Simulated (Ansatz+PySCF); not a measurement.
Values are calculated unless marked as measured or tabulated.
Input for PySCF 2.14.0:

```python
from pyscf import gto, scf, cc

mol = gto.M(atom="""
Al 0.000000 0.000000 0.000000
Na 0.000000 0.000000 4.300000
""", basis='sto-3g', charge=-1, spin=1)
mf = scf.UHF(mol)
mf.kernel()
mycc = cc.CCSD(mf, frozen=10).run()
et = mycc.ccsd_t()
print(mf.e_tot, mycc.e_corr, et, mycc.e_tot + et)
```

The script is written out from the run's settings.

Results

| Property | Result |
| --- | --- |
| Converged | yes |
| Reference energy | -398.03231 hartree |
| CCSD correlation energy | -0.10155 hartree |
| Triples correction | -0.00008 hartree |
| Total energy | -398.13394 hartree |
| Spin squared of the determinant | 0.754 |

This is not the lowest solution: another run reaches a determinant 2.50 eV lower. Caution: bonds are stretched, where a single reference can fail; no diffuse functions for an anion.
